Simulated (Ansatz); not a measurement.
Rock-salt GdN, treated with PBE (Ansatz, a quantum-chemistry and plane-wave program, PAW).

Settings: plane-wave cutoff 500 eV, 14×14×14 k mesh, Fermi–Dirac smearing 0.05 eV, spin-polarised with parallel moments, scalar-relativistic PAW data made under PBE.

Cell (relaxed at this level):

```yaml
crystal:
  lattice:
    - [0.00000, 2.49199, 2.49199]
    - [2.49199, 0.00000, 2.49199]
    - [2.49199, 2.49199, 0.00000]
  atoms:
    - { symbol: Gd, position: [0.00000, 0.00000, 0.00000] }
    - { symbol: N, position: [0.50000, 0.50000, 0.50000] }
```

Q: Estimate the magnetic moment (largest site, within a sphere) that the calculation returns.

A: 
- magnetic moment (largest site, within a sphere): 6.86 μB

The run finds no gap.

Note: the 4f shell is treated without U or exact exchange, so its levels and filling can be wrong.

Moments are spin moments.

Spin–orbit coupling is not included.
